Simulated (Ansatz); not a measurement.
Two shapes of singlet N₂H₂.

Shape 1:

```xyz
4

N     0.0402   -0.0214   -0.5954
N     0.0352    0.0049    0.6510
H    -0.0212    0.9840   -0.8704
H     0.0364   -0.9629    0.9042
```

Shape 2:

```xyz
4

N     0.0000    0.0001   -0.5666
N     0.0000   -0.0001    0.5666
H     0.0000    0.9161   -0.8410
H     0.0000   -0.9161    0.8410
```

Basis set: cc-pVDZ (spherical functions). Correlated methods keep 2 orbitals frozen. Charge 0, multiplicity 1.

Computed with Ansatz (development build ahead of 0.2.0); each method stands on the lowest determinant of its kind that the runs found.

**Question.** Which shape is lower in energy, and by how much in each method?

**Answer.**

| method | E(2) − E(1) (eV) |
| --- | --- |
| RHF | 0.546 |
| RHF-MP2 | 1.082 |

Shape 1 is lower. Caution: no unrestricted run beside it, a lower state can exist.
